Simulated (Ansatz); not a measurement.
Solid bromine was calculated with r²SCAN (plane waves, PAW; Ansatz, a quantum-chemistry and plane-wave program).

Settings: plane-wave cutoff 560 eV, 10×10×4 k mesh (along the axes of the cell as run), Fermi–Dirac smearing 0.01 eV, scalar-relativistic PAW data made under PBE.

Shape and atoms are relaxed at each volume.

Pressure at four volumes; x = ln(V/33.069 Å³). One pressure is withheld.

| V (Å³/atom) | x | P (GPa) |
|---|---|---|
| 31.747 | -0.0408 | 0.396 |
| 33.069 | 0.0000 | -0.002 |
| 33.731 | 0.0198 | -0.143 |
| 34.392 | 0.0392 | ? |

Q: Pass a parabola P(x) through the three rows shown, estimate the bulk modulus and its pressure derivative near zero pressure, and predict the withheld pressure.

A: Slopes between the rows: (-0.002 − (0.396))/(0.0000 − (-0.0408)) = -9.75 and (-0.143 − (-0.002))/(0.0198 − (0.0000)) = -7.12 GPa. Their difference over the span 0.0606 is c = 2.63/0.0606 = 43.4 GPa, so P(x) = 0.396 + (-9.75)(x − (-0.0408)) + 43.4 (x − (-0.0408))(x − (0.0000)). At the middle row B = −dP/dx = −[-9.75 + 43.4 × 0.0408] = 8.0 GPa, and B′ = dB/dP = 2c/B = 10.8. At x = 0.0392 the parabola gives -0.248 GPa; the run gives -0.261 GPa. The Birch–Murnaghan fit to the energies at all volumes has B0 = 8.0 GPa and B′ = 9.2.

Note: the cell comes from a level without a dispersion term, which matters for the spacing of layers, chains or molecules.
